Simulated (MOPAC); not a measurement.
MOPAC input (MNDO):

```
MNDO PRECISE GNORM=0.05 LET XYZ GEO-OK AUX(PRECISION=9) THREADS=1
C4H6

C    -0.00009993 1   -0.00095442 1    0.31517980 1
C    -0.01085219 1   -0.76561157 1   -0.93063144 1
C     0.01144086 1    0.77123367 1   -0.92597056 1
C    -0.00051703 1   -0.00493794 1    1.63067274 1
H    -0.92882004 1   -1.25538122 1   -1.23503907 1
H     0.89268877 1   -1.28180502 1   -1.23454154 1
H     0.92960062 1    1.26283615 1   -1.22682425 1
H    -0.89190819 1    1.28925995 1   -1.22732177 1
H    -0.01412041 1   -0.93212254 1    2.19130493 1
H     0.01272905 1    0.91883428 1    2.19691844 1
```

From the last part of the output:

```
                                                       MOPAC v23.2.5 Linux

          FINAL HEAT OF FORMATION =         37.84542 KCAL/MOL =     158.34526 KJ/MOL

          COSMO AREA              =        103.68 SQUARE ANGSTROMS
          COSMO VOLUME            =         86.23 CUBIC ANGSTROMS

          GRADIENT NORM           =          0.02424          =       0.00766 PER ATOM
          IONIZATION POTENTIAL    =         10.076958 EV
          HOMO LUMO ENERGIES (EV) =        -10.077  1.071
          NO. OF FILLED LEVELS    =         11
          MOLECULAR WEIGHT        =         54.0914         POINT GROUP:  C2v

          MOLECULAR DIMENSIONS (Angstroms)

            Atom       Atom       Distance
            H     9    H     8     4.24032
            H    10    H     6     3.95727
            H     7    H     5     2.66134

          SCF CALCULATIONS        =         22

   ATOM   CHEMICAL          X               Y               Z
  NUMBER   SYMBOL      (ANGSTROMS)     (ANGSTROMS)     (ANGSTROMS)

     1       C         -0.00010846  *  -0.00100199  *   0.33120448  *
     2       C         -0.01084763  *  -0.76543742  *  -0.94960975  *
     3       C          0.01145126  *   0.77117380  *  -0.94495069  *
     4       C         -0.00052171  *  -0.00499732  *   1.65023442  *
     5       H         -0.92277712  *  -1.29147683  *  -1.25731934  *
     6       H          0.88562067  *  -1.31771236  *  -1.25682642  *
     7       H          0.92357082  *   1.29906644  *  -1.24888670  *
     8       H         -0.88482964  *   1.32530145  *  -1.24938568  *
     9       H         -0.01397588  *  -0.92140257  *   2.23977717  *
    10       H          0.01255492  *   0.90782019  *   2.24532634  *

                             CARTESIAN COORDINATES

   1    C       -0.000108462    -0.001001993     0.331204478
   2    C       -0.010847630    -0.765437423    -0.949609754
   3    C        0.011451262     0.771173798    -0.944950695
   4    C       -0.000521714    -0.004997320     1.650234424
   5    H       -0.922777120    -1.291476829    -1.257319345
   6    H        0.885620666    -1.317712361    -1.256826415
   7    H        0.923570819     1.299066440    -1.248886700
   8    H       -0.884829638     1.325301451    -1.249385682
   9    H       -0.013975878    -0.921402572     2.239777173
  10    H        0.012554922     0.907820193     2.245326345

           Empirical Formula: C4 H6  =    10 atoms

      MOLECULAR POINT GROUP   :   C2v

                  EIGENVALUES
 -40.85567 -31.40918 -24.16035 -19.78052 -15.79088 -15.73292 -14.94100 -13.06011
 -11.66729 -11.13810 -10.07696   1.07102   2.65227   4.17792   4.22171   4.54928
   4.83302   4.85394   5.25534   5.35603   5.52151   6.65178

              NET ATOMIC CHARGES AND DIPOLE CONTRIBUTIONS

  ATOM NO.   TYPE          CHARGE      No. of ELECS.   s-Pop       p-Pop
    1          C          -0.231695        4.2317     1.20534     3.02636
    2          C          -0.014883        4.0149     1.21164     2.80324
    3          C          -0.014883        4.0149     1.21164     2.80324
    4          C           0.032034        3.9680     1.21156     2.75641
    5          H           0.037323        0.9627     0.96268
    6          H           0.037321        0.9627     0.96268
    7          H           0.037324        0.9627     0.96268
    8          H           0.037321        0.9627     0.96268
    9          H           0.040070        0.9599     0.95993
   10          H           0.040070        0.9599     0.95993
 DIPOLE           X         Y         Z       TOTAL
 POINT-CHG.     0.000     0.000    -0.015     0.015
 HYBRID        -0.000    -0.000     0.058     0.058
 SUM           -0.000    -0.000     0.043     0.043

          ATOMIC ORBITAL ELECTRON POPULATIONS

     Atom    s        px        py        pz
    1  C   1.20534   1.05692   1.06711   0.90233
    2  C   1.21164   0.93864   0.90598   0.95862
    3  C   1.21164   0.93864   0.90498   0.95963
    4  C   1.21156   0.94901   0.92239   0.88501
    5  H   0.96268
    6  H   0.96268
    7  H   0.96268
    8  H   0.96268
    9  H   0.95993
   10  H   0.95993

 **********************
 *                    *
 * JOB ENDED NORMALLY *
 *                    *
 **********************

 == MOPAC DONE ==
```
